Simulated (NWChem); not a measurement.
Correlation energy of N2 (+1)

```
N
N 1 1.1133
```
Charge +1, spin multiplicity 2.

The numbers come from NWChem runs, not from measurements. The geometry was optimised at UB3LYP/def2-SVP, a minimum by its harmonic frequencies.

Basis set: def2-TZVP. Each correlation energy counts from its own Hartree-Fock reference.

The correlated methods keep 2 core orbitals frozen. The structure started from a generated list of species. The unpaired electrons of the parent sit in orbitals of symmetry ag (D2h labels of the run); other states weren't searched. The stability of the SCF solutions was not checked. Open-shell Hartree-Fock references start from PBE0 orbitals. Coupled-cluster values serve here as a point of comparison, not as the truth.

```csv
method,correlation energy (mHa)
UMP2,(withheld)
CCSD(T) on ROHF,(withheld)
CCSD on ROHF,-384.8
CCSD on UHF,(withheld)
SCS-UMP2,-377.1
CCSD[T] on UHF,-400.6
CCSD[T] on ROHF,(withheld)
CCSD(T) on UHF,-398.5
```

Problem. Complete the blanks.

Solution. 
- UMP2, correlation energy (mHa): -388.1
- CCSD(T) on ROHF, correlation energy (mHa): -409.5
- CCSD on UHF, correlation energy (mHa): -375.0
- CCSD[T] on ROHF, correlation energy (mHa): -411.0
